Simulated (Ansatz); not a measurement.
Relaxation of C2H9Si (12 atoms, charge 0, multiplicity 2), to a largest force component of 0.03 eV/Å in at most 50 steps.

These are results of UKS PBE0/6-31G* in Ansatz, not measurements.

```xyz
12
Properties=species:S:1:pos:R:3:forces:R:3
H -0.544 -0.394 -0.755 0.16 0.02 0.76
C 0.057 -0.366 1.543 0.06 0.01 0.16
C 0.995 0.787 1.513 -0.05 -0.08 0.05
Si -0.850 -0.420 -2.171 -0.20 -0.02 -0.93
H 0.432 -1.385 1.501 -0.02 0.04 0.00
H -0.979 -0.231 1.841 0.02 0.00 -0.01
H 1.835 0.609 0.832 0.01 0.01 -0.01
H 1.433 0.983 2.507 0.00 0.01 -0.02
H 0.492 1.711 1.204 0.01 0.01 -0.01
H -2.007 -1.323 -2.426 0.00 0.01 0.00
H 0.326 -0.919 -2.939 0.00 0.00 0.01
H -1.191 0.949 -2.651 0.00 -0.01 0.01
```

Where does it end, and by what steps?

The forces met the threshold. The force dipped under the threshold on the way, but the program's further checks kept it going. After 5 steps the energy has fallen by 0.049 eV; H6 moved furthest, 0.32 Å.

```
step  energy less start (eV)  largest force component (eV/Å)  accepted
   0                  0.0000                           0.927       yes
   1                 -0.0444                           0.200       yes
   2                 -0.0482                           0.043       yes
   3                 -0.0479                           0.078        no
   4                 -0.0487                           0.011       yes
   5                 -0.0492                           0.012       yes
```

```xyz
12
Properties=species:S:1:pos:R:3
H -0.615 -0.412 -0.993
C 0.125 -0.362 1.826
C 1.035 0.797 1.652
Si -0.926 -0.437 -2.449
H 0.505 -1.378 1.795
H -0.900 -0.222 2.152
H 1.836 0.582 0.935
H 1.531 1.081 2.597
H 0.499 1.687 1.303
H -2.083 -1.339 -2.699
H 0.256 -0.933 -3.206
H -1.264 0.936 -2.914
```

Time of the run: 23 s on 2 threads of Arm Neoverse N1, with other jobs on the host, peak memory 0.17 GiB.
